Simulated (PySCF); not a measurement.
State search for NaP

Unrestricted PBE0; basis Na 3-21G, P 3-21G; no relativity; PySCF 2.14. Outer shells of the fragments: Na 3s1; P 3s2 3p3.

Followed along the bond (rough minima from three points):

| 2Ms+1 | unpaired | ⟨S²⟩ at the start | R at minimum (Å) | Te (eV) |
| --- | --- | --- | --- | --- |
| 3 | π ↑↑ | 2.04 | 2.72 | 0.00 |
| 1 | π ↑↓ | 1.00 | 2.70 | 0.42 |
| 3 | σ ↑, π ↑ | 2.01 | 2.57 | 0.78 |
| 1 | σ ↓, π ↑ | 1.00 | 2.59 | 1.17 |
| 1 | none | 0.00 | 2.69 | 1.48 |

Solutions found at the starting distance of 2.640 Å, counted from the lowest of them; the search is not exhaustive and high or unbound solutions are not listed, so other states can lie among these:

```csv
2Ms+1,unpaired,term,E (eV),⟨S²⟩,⟨Lz²⟩,μ (D)
3,π ↑↑,³Σ⁻,0.00,2.04,0.00,-7.02
1,π ↑↓,mixed,0.42,1.00,2.00,-7.37
3,"σ ↑, π ↑",³Π,0.78,2.01,1.01,-8.24
1,"σ ↓, π ↑",mixed,1.16,1.00,1.01,-8.16
1,none,mixed,1.47,0.00,2.00,-7.23
5,"σ ↑↑, π ↑↑",⁵Σ⁻,1.74,6.00,0.00,3.24
3,"σ ↑↑, π ↑↓",mixed,2.63,3.00,2.00,3.36
1,"σ ↓↓, π ↑↑",mixed,2.65,2.00,0.00,3.52
5,"σ ↑, π ↑↑↑",⁵Π,3.28,6.00,1.00,1.50
3,"σ ↑, π ↑",³Π,3.37,2.00,1.00,3.19
```

A term symbol is given only where ⟨S²⟩ and ⟨Lz²⟩ are close to those of a pure state; real π, δ and φ orbitals otherwise mix terms. A positive dipole means Na(−)P(+).

Counting both spins, an empty level lies below a filled one in some of these solutions, because spin and occupation are held. 3-21G is very small, so such numbers show the basis as much as the molecule.
